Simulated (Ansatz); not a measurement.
Geometry optimisation, RKS PBE-D4/def2-SVP in Ansatz 0.2.0.

input.yaml

```yaml
crystal:
  periodic: [false, false, false]
  atoms:
    - { symbol: C, position_ang: [-0.0191, -1.5359, 0.0828] }
    - { symbol: C, position_ang: [-0.1779, -0.3661, 0.7811] }
    - { symbol: O, position_ang: [-0.4765, -0.4758, 2.1105] }
    - { symbol: O, position_ang: [0.0302, 0.9284, 0.3175] }
    - { symbol: C, position_ang: [0.2371, 1.0832, -1.0775] }
    - { symbol: F, position_ang: [0.3184, 2.4471, -1.2768] }
    - { symbol: H, position_ang: [0.1684, -1.5231, -0.9853] }
    - { symbol: H, position_ang: [-0.1568, -2.4311, 0.5627] }
    - { symbol: H, position_ang: [-0.4734, 0.4624, 2.4772] }
    - { symbol: H, position_ang: [1.201, 0.6504, -1.3087] }
    - { symbol: H, position_ang: [-0.586, 0.7034, -1.6629] }
basis:
  gaussian: { orbitals: def2-SVP }
hamiltonian:
  xc: pbe
  dispersion: d4
relax:
  f_tol: 0.015
  max_steps: 40
```

Command:

```bash
$ ansatz run input.yaml --threads 2 --pin off --max-ram 3072MiB --backend cpu --events-out ev --progress --plain --runs-dir out
```

Q: Where does it end, and by what steps?

A: The forces met the threshold. After 5 steps the energy has fallen by 0.316 eV; H9 moved furthest, 0.10 Å.

```
step  energy less start (eV)  largest force component (eV/Å)  accepted
   0                  0.0000                           3.706       yes
   1                 -0.2727                           1.062       yes
   2                 -0.3073                           0.378       yes
   3                 -0.3114                           0.265       yes
   4                 -0.3159                           0.032       yes
   5                 -0.3160                           0.014       yes
```

```xyz
11
Properties=species:S:1:pos:R:3
C -0.041 -1.517 0.047
C -0.160 -0.390 0.785
O -0.429 -0.402 2.109
O -0.036 0.895 0.341
C 0.241 1.093 -1.025
F 0.303 2.433 -1.223
H 0.179 -1.496 -1.025
H -0.169 -2.485 0.544
H -0.464 0.530 2.401
H 1.220 0.625 -1.288
H -0.578 0.656 -1.646
```

Whether the end is a true minimum wasn't checked by a vibrational analysis.

Time of the run: 11 s on 2 threads of Arm Neoverse V2 (shared host), peak memory 0.15 GiB.
